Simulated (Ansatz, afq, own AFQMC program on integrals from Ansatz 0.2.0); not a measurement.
Two steps: Ansatz 0.2.0 writes the Fock matrix and Cholesky factors of the valence space, and afq projects on them the lowest state that overlaps trial and start.

```yaml
crystal:
  periodic: [false, false, false]
  atoms:
    - {symbol: H, position_ang: [-2.092003, 0.059434, 0.000000]}
    - {symbol: H, position_ang: [-1.201003, 0.059434, 0.000000]}
    - {symbol: N, position_ang: [0.202997, 0.059434, 0.000000]}
    - {symbol: H, position_ang: [0.472079, -0.944792, 0.000000]}
basis:
  gaussian: {orbitals: cc-pVTZ}
magnetization: {spin_polarized: true, initial_magnetization: 2}
correlation: {method: ccsd_t, electrons: outside_noble_gas, hamiltonian_folder: ham}
```

```sh
$ ansatz run in.yaml --threads 1 --pin off --events-out ev --progress --plain --max-ram 16896MiB --backend cuda --devices 0, --max-vram 18GiB
```

Options of the walk:

```
--method phaseless --trial cisd --walkers 3200 --populations 20 --least-time 60 --time-step 0.005 --steps-per-block 50 --equilibration-blocks 28 --max-blocks 4000 --target-error 0.00017 --factor-cut 1e-05 --start spin_pure --seed 4188 --release-times 0.24,0.51,0.99,1.62,2.4 --release-step 0.03 --release-every 3 --taylor-order 6
```

Times are imaginary, in 1/Eh. The walk had a cap of 244 s. With eight or more populations the least sampling time is a fifth of least-time, and the error comes from their spread.

```
orbitals 71  electrons 5 3  factors 407 of 407
reference energy -56.07147057 Eh
CCSD correlation -0.20922261 Eh in 12 cycles, weight of the determinant in the CISD state 0.9205
energy of the start -56.279560 Eh
 block  time / (1/Eh)  mean weight  energy / Eh
     1     0.250  0.9997  -56.280100
     2     0.500  0.9999  -56.282593
     3     0.750  1.0003  -56.284132
     4     1.000  0.9999  -56.285085
     5     1.250  0.9999  -56.285952
     8     2.000  0.9999  -56.286572
    11     2.750  0.9998  -56.286336
    14     3.500  0.9994  -56.286825
    17     4.250  0.9997  -56.287130
    20     5.000  1.0003  -56.286993
    23     5.750  1.0002  -56.288235
    26     6.500  1.0000  -56.287396
    29     7.250  1.0001  -56.286634
    32     8.000  1.0001  -56.286730
    35     8.750  1.0002  -56.287035
    38     9.500  1.0000  -56.286977
    41    10.250  1.0002  -56.287283
    44    11.000  1.0001  -56.287139
    47    11.750  1.0004  -56.286863
    50    12.500  1.0001  -56.287493
    53    13.250  1.0000  -56.287422
    56    14.000  1.0000  -56.286923
    59    14.750  0.9998  -56.286685
    62    15.500  0.9999  -56.287064
    65    16.250  0.9999  -56.286882
    68    17.000  1.0002  -56.286843
    71    17.750  0.9999  -56.287381
    74    18.500  1.0002  -56.287271
    75    18.750  1.0003  -56.286262
    77    19.250  0.9997  -56.287360
    78    19.500  1.0000  -56.287026
error from the spread of 20 populations
released: time / (1/Eh)  energy / Eh  error  mean overlap
  0.24  -56.287295  0.000067  0.9944
  0.51  -56.287202  0.000063  0.9930
  0.99  -56.287117  0.000066  0.9943
  1.62  -56.287178  0.000183  0.9896
  2.40  -56.287323  0.000121  0.9763
energy -56.287097 +/- 0.000068 Eh
(rows thinned)
```

(1) Estimate how long the walk took on 1 × NVIDIA H100 80GB HBM3 with 2 threads of AMD EPYC 7R13 Processor (Zen 3), with other jobs on the host (the card was shared).

The run passed its tests (sampling time, drift between the halves within three errors, error under three times the target), which doesn't prove that it has relaxed.

Against this walk (error 1.8 meV) on the same determinant: CCSD(T) 19.1 meV higher, CCSDT(Q) 5.3 meV lower. The error is statistical and leaves out the bias of the constraint. Released to 2.40 1/Eh the energy moves by -6 ± 4 meV (both errors), within twice the noise.

Cautions: constraint bias not in the error; lower spins were not checked.

## Answers

(1) 92 s of wall time.

CCSDT and higher add their correlation energy to the determinant of the CCSD(T) run, since their own runs factorise the integrals more tightly (a shift of under 2 meV). A walk keeps the symmetry of its determinant, which the program's search chose and which needn't be the lowest solution, so a lower state of the same spin and another symmetry isn't excluded.
